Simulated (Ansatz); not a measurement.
Species: hydrogen cyanide, CHN, charge 0, multiplicity 1. SMILES: C#N
Geometry from a B3LYP-D3(BJ)/def2-TZVP (Ansatz, a quantum-chemistry and plane-wave program) optimisation:
```
C
N 1 1.1462
H 1 1.0667 2 180.00
```

Atomisation energy built up term by term with Ansatz (kcal/mol; UHF references for open shells; valence terms freeze the core; atomic spin-orbit terms are left out). CBS(X,Y): correlation extrapolated as X^-3; Hartree-Fock from the larger set (for Q and 5 zeta extrapolated as (X+1)exp(-9√X)).

```csv
term,basis,kcal/mol
Hartree-Fock,"CBS(cc-pVQZ,cc-pV5Z)",(withheld)
CCSD correlation,"CBS(cc-pVQZ,cc-pV5Z)",102.39
(T),"CBS(cc-pVQZ,cc-pV5Z)",(withheld)
CCSDT - CCSD(T),cc-pVDZ,-0.14
(Q),cc-pVDZ,0.84
core correlation,cc-pwCVTZ,1.67
scalar relativity (X2C),cc-pVTZ-DK against cc-pVTZ,-0.22
sum: De,,(withheld)
```

Question: Some entries are withheld; supply them.

Answer: 
- Hartree-Fock, kcal/mol: 199.87
- (T), kcal/mol: 9.09
- sum: De, kcal/mol: 313.5
